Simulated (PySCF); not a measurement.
## Substituent effects on chemical shifts

Parent skeleton `[CH2:1]=[CH2:2]`; one hydrogen on atom 1 is replaced by X. Hydrogens on one atom are averaged.

PySCF 2.14.0 with density-fitted response routines calculation with shieldings: GIAO PBE0/pcSseg-1 and geometry: GFN2-xTB; in vacuum, one averaged value for each set of equivalent atoms, single conformer, no relativistic terms.

Chemical shifts δ = σref − σ; 13C (186.93 ppm), 1H (31.72 ppm) vs TMS, all at this level.

Parent (X = H): C1 130.9, C2 130.9, H(C1) 5.79, H(C2) 5.79 ppm. Effects are Δδ = δ(X) − δ(H), positive for deshielding.

Known members:
```
      X     C1     C2  H(C1)  H(C2)
    CF3   +4.9   +0.1  +0.36  +0.39
CH2OCH3  +16.4   -5.5  +0.43  -0.24
   OCF3  +19.5  -27.2  +0.63  -0.62
     Cl   +9.7   -6.4  +0.63  -0.07
```

Four more derivatives gave (Δδ, ppm):
| compound | C1 | C2 | H(C1) | H(C2) |
| --- | --- | --- | --- | --- |
| 1 | +25.0 | -31.6 | +1.79 | -1.39 |
| 2 | +18.0 | -7.5 | +0.68 | +0.11 |
| 3 | +29.3 | -17.2 | +0.42 | -0.61 |
| 4 | +3.2 | +12.2 | +0.57 | +0.94 |

**Question.** Their substituents are CCl3, COO-, COOH, N=CH2. Which is which?

**Answer.** 1: X = N=CH2 (C=CN=C); 2: X = CCl3 (C=CC(Cl)(Cl)Cl); 3: X = COO- (C=CC(=O)[O-]); 4: X = COOH (C=CC(=O)O).
